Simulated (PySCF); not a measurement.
## A search over the determinants of ClF

Unrestricted PBE0; basis Cl 3-21G, F 3-21G; no relativity; PySCF 2.14. Outer shells of the fragments: Cl 3s2 3p5; F 2s2 2p5.

Followed along the bond (rough minima from three points):

```tsv
2Ms+1	unpaired	⟨S²⟩ at the start	R at minimum (Å)	Te (eV)
1	none	0.00	1.74	0.00
3	σ ↑, π ↑	2.00	none in the scan	≤ 1.87
```

Solutions found at the starting distance of 1.585 Å, counted from the lowest of them; the search is not exhaustive and high or unbound solutions are not listed, so other states can lie among these:

```tsv
2Ms+1	unpaired	term	E (eV)	⟨S²⟩	⟨Lz²⟩	μ (D)
1	none	¹Σ⁺	0.00	0.00	0.00	-0.79
3	σ ↑, π ↑	³Π	3.73	2.00	1.00	-0.32
1	σ ↓, π ↑	mixed	4.18	1.00	1.00	-0.34
3	σ ↑↑	³Σ⁺	8.56	2.00	0.00	0.45
3	π ↑↑	³Σ⁻	8.91	2.00	0.00	0.13
```

A term symbol is given only where ⟨S²⟩ and ⟨Lz²⟩ are close to those of a pure state; real π, δ and φ orbitals otherwise mix terms. A positive dipole means Cl(−)F(+).

Counting both spins, an empty level lies below a filled one in some of these solutions, because spin and occupation are held. 3-21G is very small, so such numbers show the basis as much as the molecule.
